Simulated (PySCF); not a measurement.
A core-ionisation job on nitrogen trifluoride, `FN(F)F`.

Method: delta-SCF UKS SCAN, pcX-2 on the ionised atom, pcseg-1 elsewhere, spin-free X2C (PySCF 2.14.0). Geometry: PBE0-D3(BJ)/def2-SVP. The command runs a driver script over a list of jobs; the input below is this job's line of settings and its coordinates in Å.

Command:
```bash
OMP_NUM_THREADS=1 python probes_run.py task.json out
```

Input:
```
{"job": {"kind": "xps"}, "charge": 0, "multiplicity": 1}
F     -0.551377     1.072762    -0.165755
N      0.007593    -0.003079     0.432855
F     -0.644403    -1.033105    -0.151295
F      1.226177    -0.061947    -0.148815
```

Output:
```
ground state, core basis on atom 0 (F), 87 functions
  cycle   1  E = -354.09515451  |g| = 1.04e+00
  cycle   2  E = -353.31493631  |g| = 2.43e+00
  cycle   3  E = -354.27615903  |g| = 6.30e-02
  cycle   4  E = -354.27606033  |g| = 7.47e-02
  cycle   5  E = -354.27681895  |g| = 2.39e-02
  cycle   6  E = -354.27690859  |g| = 3.20e-03
  cycle   7  E = -354.27690961  |g| = 1.00e-03
  cycle   8  E = -354.27690907  |g| = 9.64e-05
  E(ground) = -354.27024840 Eh
hole in F 1s of atom 0
  cycle   1  E = -327.84046309  |g| = 2.58e+00
  cycle   2  E = -327.35801731  |g| = 2.41e+00
  cycle   3  E = -328.40886152  |g| = 9.54e-01
  cycle   4  E = -328.56299229  |g| = 7.12e-01
  cycle   5  E = -328.72916930  |g| = 8.30e-02
  cycle   6  E = -328.73135715  |g| = 3.28e-02
  cycle   7  E = -328.73178385  |g| = 4.51e-03
  cycle   8  E = -328.73178672  |g| = 5.01e-03
  cycle   9  E = -328.73179545  |g| = 1.99e-03
  cycle  10  E = -328.73179790  |g| = 6.58e-04
  cycle  11  E = -328.73180090  |g| = 2.64e-04
  E(ion) = -328.73304637 Eh   <S^2> = 0.7640   hole on atom = 1.000   binding energy = 694.903 eV
ground state, core basis on atom 1 (N), 87 functions
  cycle   1  E = -354.25471422  |g| = 1.25e-01
  cycle   2  E = -354.24924900  |g| = 2.09e-01
  cycle   3  E = -354.25620269  |g| = 3.05e-02
  cycle   4  E = -354.25635713  |g| = 3.82e-03
  cycle   5  E = -354.25635673  |g| = 2.98e-03
  cycle   6  E = -354.25636003  |g| = 1.49e-04
  E(ground) = -354.24848806 Eh
hole in N 1s of atom 1
  cycle   1  E = -338.37313246  |g| = 1.82e+00
  cycle   2  E = -336.25531942  |g| = 3.00e+00
  cycle   3  E = -338.79373104  |g| = 8.55e-01
  cycle   4  E = -339.00751607  |g| = 2.61e-01
  cycle   5  E = -339.02702681  |g| = 5.73e-02
  cycle   6  E = -339.02832663  |g| = 1.80e-02
  cycle   7  E = -339.02862144  |g| = 1.53e-02
  cycle   8  E = -339.02874295  |g| = 9.97e-03
  cycle   9  E = -339.02885929  |g| = 2.45e-03
  cycle  10  E = -339.02886685  |g| = 4.23e-04
  E(ion) = -339.02283812 Eh   <S^2> = 0.8195   hole on atom = 1.000   binding energy = 414.311 eV
```

Cycles run on a coarse grid; E(ground) and E(ion) are re-evaluated on a finer one, so they differ from the last cycle. The program numbers atoms from 0.

Problem. How does the 1s binding energy of F1 follow from the two total energies?

Solution. E(ion) − E(ground) = -328.73304637 − (-354.27024840) = 25.537202 Eh, times 27.211386 eV gives 694.90 eV.

In short: F1s of F1 694.90 eV; N1s of N2 414.31 eV; one atom stands for each set of equivalent ones.

Isolated species at its PBE0-D3(BJ)/def2-SVP geometry, gas phase.

Problem. How long does this job take on Arm Neoverse V1, one thread, no GPU, shared host with 32 logical CPUs at a one-minute load of 11? And the peak memory of the process?

Solution. About 2.9 s, with 0.41 GiB resident at the peak, the Python interpreter and its libraries included.
Labels such as C1 count atoms from 1, the log's own numbers from 0.
